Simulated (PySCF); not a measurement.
Bonds (- single, = double, # triple, : aromatic): C1=C2 1.333 Å, C2-C3 1.497 Å, C2-C4 1.456 Å, C4=C5 1.328 Å, C5-F6 1.343 Å. C1 carries H7, H8; C3 carries H9, H10, H11; C4 carries H12; C5 carries H13. Stereochemistry as in C=C(C)/C=C\F. H8 is cis to C3; H7 is trans to C3.

[PySCF: coordinates at the GFN2-xTB level; NMR shieldings at PBE0/pcSseg-1/GIAO; no solvent; non-relativistic Hamiltonian; fast rotation and ring inversion assumed for equivalent nuclei; a single conformation]

δ = σ(ref) − σ, references computed at the same level: $^{13}$C against TMS.

Do the $^{13}$C shifts follow the atomic charges (in e)? Tabulate both.

Answers


| atoms | hybridisation | δ (ppm) | σ para (ppm) | Hirshfeld | IAO | Mulliken | ESP-fitted |
| --- | --- | --- | --- | --- | --- | --- | --- |
| C5 | sp2 | 157.7 | -217 | +0.04 | +0.13 | +0.26 | +0.17 |
| C2 | sp2 | 148.1 | -219 | +0.01 | +0.03 | -0.43 | +0.61 |
| C1 | sp2 | 122.2 | -188 | -0.11 | -0.33 | -0.06 | -0.72 |
| C4 | sp2 | 120.5 | -191 | -0.07 | -0.21 | -0.17 | -0.59 |
| C3 | sp3 | 25.2 | -85 | -0.12 | -0.43 | -0.12 | -0.70 |

Correlation coefficients of δ with charge over these carbons: Hirshfeld +0.77, IAO +0.83, Mulliken +0.13, ESP-fitted +0.64; with the paramagnetic shielding -1.00. Among the 4 sp2 carbons alone: Hirshfeld +0.97, IAO +0.96, Mulliken +0.28, ESP-fitted +0.87. With so few points, grouped by hybridisation, these coefficients are fragile. Charge is one influence among several: hybridisation and low-lying excitations act through the paramagnetic term.

Shifts are as computed. Against solution values, carbons near 30 ppm lie about +3 ppm off and those near 130 ppm about +5 ppm. Of 1211 compounds with measured shifts, 218 miss one by over three times the rms of a fit or turn the order of signals round; such compounds aren't used in these exercises.
